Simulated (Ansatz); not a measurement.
# Torsion profile

CH$_{5}$NaSi (SMILES C[SiH2][Na]), singlet, at its PBE0-D4/def2-TZVP minimum:

| atom | x (Å) | y (Å) | z (Å) |
| --- | --- | --- | --- |
| C1 | -0.7363 | 0.7648 | -0.1524 |
| Si2 | 0.5281 | -0.6579 | -0.0188 |
| Na3 | 2.1717 | -0.7591 | 2.2027 |
| H4 | -1.3244 | 0.6952 | -1.0712 |
| H5 | -0.2305 | 1.7337 | -0.1467 |
| H6 | -1.4276 | 0.7489 | 0.6941 |
| H7 | 1.3033 | -0.6096 | -1.3114 |
| H8 | -0.2844 | -1.9159 | -0.1963 |

The dihedral angle H4–C1–Si2–Na3 (-180.0° at the minimum) is set to the values below, the two halves turning rigidly about the central bond. Each method's energies count from its own value at the PBE0-D4 minimum structure. Program: Ansatz 0.2.0. Basis: def2-TZVPP. Cores are frozen in the correlated methods. The outer core shell of Li, Na, Mg and K is correlated. The def2 sets are not built for correlating such inner shells, so the correlated values are less sure here. B3LYP uses VWN-RPA correlation.

```json
{"dihedral angle (°)": "-176.5", "CCSD(T) (meV)": "1", "B3LYP-D4 (meV)": "1", "PBE-D4 (meV)": "1", "HF (meV)": "1", "PBE0-D4 (meV)": "1"}
{"dihedral angle (°)": "-161.5", "CCSD(T) (meV)": "17", "B3LYP-D4 (meV)": "16", "PBE-D4 (meV)": "15", "HF (meV)": "19", "PBE0-D4 (meV)": "15"}
{"dihedral angle (°)": "-146.5", "CCSD(T) (meV)": "46", "B3LYP-D4 (meV)": "43", "PBE-D4 (meV)": "41", "HF (meV)": "51", "PBE0-D4 (meV)": "42"}
{"dihedral angle (°)": "-131.5", "CCSD(T) (meV)": "?", "B3LYP-D4 (meV)": "67", "PBE-D4 (meV)": "64", "HF (meV)": "79", "PBE0-D4 (meV)": "66"}
{"dihedral angle (°)": "-116.5", "CCSD(T) (meV)": "78", "B3LYP-D4 (meV)": "73", "PBE-D4 (meV)": "69", "HF (meV)": "87", "PBE0-D4 (meV)": "72"}
{"dihedral angle (°)": "-101.5", "CCSD(T) (meV)": "?", "B3LYP-D4 (meV)": "58", "PBE-D4 (meV)": "55", "HF (meV)": "69", "PBE0-D4 (meV)": "57"}
{"dihedral angle (°)": "-86.5", "CCSD(T) (meV)": "?", "B3LYP-D4 (meV)": "31", "PBE-D4 (meV)": "29", "HF (meV)": "37", "PBE0-D4 (meV)": "30"}
{"dihedral angle (°)": "-71.5", "CCSD(T) (meV)": "8", "B3LYP-D4 (meV)": "7", "PBE-D4 (meV)": "7", "HF (meV)": "9", "PBE0-D4 (meV)": "7"}
```

(1) Fill in the withheld CCSD(T) values. (Judge from chemistry; the value comes from the calculation.)

(2) How high is the highest scanned point by CCSD(T), and where? (To be estimated.)

No T1 diagnostic of these runs exceeds 0.010.

## Answers

(1) By the calculation: 72 meV at -131.5°; 62 meV at -101.5°; 33 meV at -86.5°. These count from the CCSD(T) energy at the PBE0-D4 minimum.

(2) By the calculation: 78 meV above the minimum, at -116.5°.

Largest difference from the CCSD(T) curve over the scan: r2SCAN-D4 1; wB97M-V 6; MP2 3 meV. Each curve counts from its own value at the minimum.

For scale, one of the runs: CCSD(T)/def2-TZVPP, 175 basis functions (an equivalent command: `ansatz run in.yaml --threads 2`). Hardware: 2 CPU threads, shared host. Wall time 46 s; peak host memory 1.6 GiB.
